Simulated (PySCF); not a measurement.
Gas-phase reaction: (CH3)3SiH = H2CSiH2 + H2 + 2 CH2

Computed with PySCF (xtb for GFN2) and rigid-rotor harmonic-oscillator thermochemistry at 1 bar. † marks an energy on the PBE0/def2-TZVP geometry and frequencies; other levels use their own. 6-31G* has spherical d functions here. Open shells (unrestricted): CH2 (multiplicity 3); the rest are closed-shell singlets. GFN2 has no spin-polarisation term. B3LYP is the form with VWN-RPA correlation. H2CSiH2: computed as isolated molecules; such fragments, hydroxides, amides, oligomers or adducts are transient or little studied in the gas. The harmonic model lacks anharmonicity and excited electronic states, which grow with temperature; levels with a mode under 35 cm⁻¹ are left out. Internal rotation in (CH3)3SiH is treated as a harmonic vibration of one conformer, which makes the entropy rough.

ΔH° and ΔS° at 298 K: B3LYP/6-31G* 1105 kJ, 435 J/K; B3LYP/def2-TZVP† 1083 kJ, 435 J/K; GFN2-xTB 1328 kJ, 430 J/K; HF/6-31G* 867 kJ, 436 J/K; HF/def2-TZVP† 849 kJ, 435 J/K.

With the heat capacities included, give log10 K (1 bar) at 600, 1200, 1400, 1600, 2000 K from B3LYP/6-31G*, B3LYP/def2-TZVP†, GFN2-xTB, HF/6-31G*, HF/def2-TZVP†.


```json
[
 {"T (K)": "600", "B3LYP/6-31G*": "-73.2", "B3LYP/def2-TZVP†": "-71.3", "GFN2-xTB": "-92.9", "HF/6-31G*": "-52.4", "HF/def2-TZVP†": "-50.9"},
 {"T (K)": "1200", "B3LYP/6-31G*": "-24.9", "B3LYP/def2-TZVP†": "-24.0", "GFN2-xTB": "-34.8", "HF/6-31G*": "-14.4", "HF/def2-TZVP†": "-13.8"},
 {"T (K)": "1400", "B3LYP/6-31G*": "-18.1", "B3LYP/def2-TZVP†": "-17.3", "GFN2-xTB": "-26.5", "HF/6-31G*": "-9.1", "HF/def2-TZVP†": "-8.6"},
 {"T (K)": "1600", "B3LYP/6-31G*": "-13.0", "B3LYP/def2-TZVP†": "-12.3", "GFN2-xTB": "-20.3", "HF/6-31G*": "-5.1", "HF/def2-TZVP†": "-4.7"},
 {"T (K)": "2000", "B3LYP/6-31G*": "-5.9", "B3LYP/def2-TZVP†": "-5.4", "GFN2-xTB": "-11.8", "HF/6-31G*": "0.5", "HF/def2-TZVP†": "0.7"}
]
```
